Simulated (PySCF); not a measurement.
C4H5P.
Numbering: `[cH:1]1[cH:2][cH:3][pH:4][cH:5]1`

NICS = −σ at a ghost point: NICS(0) at the centroid of the ring atoms, NICS(1) 1 Å to either side along the normal of their mean plane, zz for the tensor component along that normal. Level: GIAO B97-2/pcSseg-2 (PySCF, non-relativistic, gas phase) on the PBE0-D3(BJ)/def2-TZVP geometry, one conformer.

Ring bond lengths (Å): C1–C2 1.448, C2–C3 1.351, C3–P4 1.790, P4–C5 1.790, C5–C1 1.351.

Question: Give the NICS values of each ring in ppm.

Answer: 
```tsv
ring	type	NICS(0)	NICS(1), two faces	NICS(1)zz, two faces	rms pucker (Å)	centre to ring atoms, mean (Å)
C1–C2–C3–P4–C5	5-membered ring with P; bonds drawn aromatic by RDKit's count	-6.0	-6.4 / -5.9	-15.5 / -16.7	0.05	1.31
```

Question: What can be read from them?

Answer: 
- C1–C2–C3–P4–C5: mean NICS(1)zz -16.1 ppm, shielded. A hydrogen on P4, outside the ring, lies 2.06 Å from a NICS(1) probe. The ring is puckered (0.05 Å rms).

Question: How equal are the bonds by HOMA? Use HOMA with the parameters of Krygowski (1993).

Answer: 
- C1–C2–C3–P4–C5: HOMA 0.27; the largest term is that of C3–P4, α(R − Ropt)² = 1.00.

Question: What is the mean of the two in-plane components of NICS at the first NICS(1) probe listed for ring C1–C2–C3–P4–C5, 1 Å off the ring?

Answer: The isotropic value is a third of the trace: (3 × -6.4 − (-15.5))/2 = -1.9 ppm.

Question: List the ring angles.

Answer: 
- C1–C2–C3–P4–C5: C1 114.2°, C2 114.2°, C3 109.6°, P4 91.1°, C5 109.6°; sum 538.7° against 540° for a flat convex ring.

Question: How do the values depend on the level or the medium?

Answer: 
```csv
level,"NICS(0), C1–C2–C3–P4–C5","mean NICS(1)zz, C1–C2–C3–P4–C5"
"B97-2/pcSseg-2, gas",-6.0,-16.1
"KT3/pcSseg-2, gas",-6.7,-16.5
"PBE0/pcSseg-2, gas",-6.0,-16.4
"wB97X-D/pcSseg-2, gas",-5.4,-15.6
"WP04/pcSseg-2, IEF-PCM chloroform",-5.6,-14.1
"wB97X-D/pcSseg-2, IEF-PCM chloroform",-5.2,-15.6
```

The geometry is the same throughout; the continuum's cavity takes Bondi-type radii × 1.2.

Time: 44 s wall; peak memory 0.92 GiB. Hardware: an Arm Neoverse N1 with one thread, no GPU, shared host. This is the whole shielding run at B97-2/pcSseg-2, SCF included.
